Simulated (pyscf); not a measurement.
H₃Ge–AsH₂ + H₂O → HO–AsH–GeH₃ + H₂, a four-centre exchange (singlet surface; As–H, H–O broken, As–O, H–H formed). Single points on ωB97X-D3(BJ)/def2-SVP structures (PySCF, gas phase). Energies in eV from the separated reactants.

Small-basis levels: PySCF, no dispersion term, spherical d functions. 

Q: In single points B3LYP/6-31G*+LANL2DZ puts the saddle at 2.52 eV and the reaction energy at +0.47 eV. Should these be trusted to within a few kcal/mol? Compare with ωB97M-D3(BJ)/def2-TZVP.

A: ωB97M-D3(BJ)/def2-TZVP gives ΔE‡ = 2.60 eV and ΔE = +0.60 eV. B3LYP/6-31G*+LANL2DZ lies 0.08 eV under it in the barrier and 0.13 eV under it in the reaction energy, so on this step it holds to within 0.13 eV. ωB97M-D3(BJ)/def2-TZVP has limits of its own. At the saddle there is also a short As–H contact that neither side keeps. The same reactants have a lower exit, to HO–GeH₂–AsH₂ + H₂ (barrier +1.94 eV at ωB97M-D3(BJ), against +2.60 eV here). HO–AsH–GeH₃ lies 0.60 eV over its isomer HO–GeH₂–AsH₂ (electronic energy, ωB97M-D3(BJ)). One saddle was located; it need not be the lowest between these sides. In the def2 sets elements up to Kr have no core potential.
